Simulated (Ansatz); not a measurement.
**SiH₂O: basis-set convergence**

How large a basis does SiH₂O need? Two functionals and correlated methods are run in growing sets.

Program: Ansatz 0.2.0, Gaussian basis. Level of theory: one geometry, several basis sets. These are calculated values, not measurements.

Levels to be run: PBE0-D4/def2-SVP; ωB97M-V/def2-SVP; PBE0-D4/def2-QZVPP; ωB97M-V/def2-QZVPP; CCSD(T)/cc-pV(D+d)Z; CCSD(T)/cc-pV(T+d)Z; CCSD(T)/cc-pV(Q+d)Z; the functionals' def2-TZVPP values are taken from earlier runs.

### Step 1. The geometry

All runs share one geometry, relaxed beforehand with PBE0-D4/def2-TZVP.

SMILES `O=[SiH2]`, 4 atoms, charge 0, spin multiplicity 1.

Atoms are counted from 1 here; the program's logs count them from 0.

Bond lengths: O1–Si2 1.516 Å, Si2–H3 1.486 Å, Si2–H4 1.486 Å. Angles: O1–Si2–H3 124.0°, O1–Si2–H4 124.0°, H3–Si2–H4 111.9°.

### Step 2. PBE0-D4 in def2-SVP

File in.yaml:

```yaml
crystal:
  periodic: [false, false, false]
  atoms:
    - {symbol: O, position_ang: [-0.283156, 0.413530, 1.469530]}
    - {symbol: Si, position_ang: [-0.006739, 0.009821, 0.034925]}
    - {symbol: H, position_ang: [0.439857, -1.345997, -0.376196]}
    - {symbol: H, position_ang: [-0.149952, 0.922656, -1.128260]}
basis:
  gaussian: {orbitals: def2-SVP}
hamiltonian: {xc: pbe0, dispersion: d4}
output: {orbitals: {seedname: orbitals}}
```

On the command line:

```console
> ansatz run in.yaml --threads 2 --pin off --events-out ev --progress --plain --max-ram 32768MiB --backend cpu
```

Further steps of the session: ωB97M-V in def2-SVP; PBE0-D4 in def2-QZVPP; ωB97M-V in def2-QZVPP; CCSD(T) in cc-pV(D+d)Z; CCSD(T) in cc-pV(T+d)Z; CCSD(T) in cc-pV(Q+d)Z.

Before running them: what should the planned runs give, taken together? Wanted: MP2 correlation recovered, cc-pV(D+d)Z; MP2 correlation recovered, cc-pV(T+d)Z; MP2 correlation recovered, cc-pV(Q+d)Z; CCSD(T) limit from def2 sets; PBE0-D4: double and triple zeta above quadruple; ωB97M-V: double and triple zeta above quadruple.

**Answer**, as computed:

| quantity | value |
| --- | --- |
| MP2 correlation recovered, cc-pV(D+d)Z | 70.9 % |
| MP2 correlation recovered, cc-pV(T+d)Z | 88.4 % |
| MP2 correlation recovered, cc-pV(Q+d)Z | 95.2 % |
| CCSD(T) limit from def2 sets (earlier runs) minus this one | -14 meV |
| PBE0-D4: double and triple zeta above quadruple | 6.01, 0.40 eV |
| ωB97M-V: double and triple zeta above quadruple | 6.07, 0.38 eV |

In words: For PBE0-D4 the step from double to triple zeta gains 5.61 eV and the next only 0.40 eV. In cc-pV(D+d)Z MP2 holds 71 % of its limit, in cc-pV(Q+d)Z 95 %, while Hartree-Fock is within 0.085 eV in the largest set. A limit from the def2 sets, made apart, differs by 14 meV, a least measure of the doubt on such a limit. Total energies overstate the basis error of differences, where much of it tends to cancel.
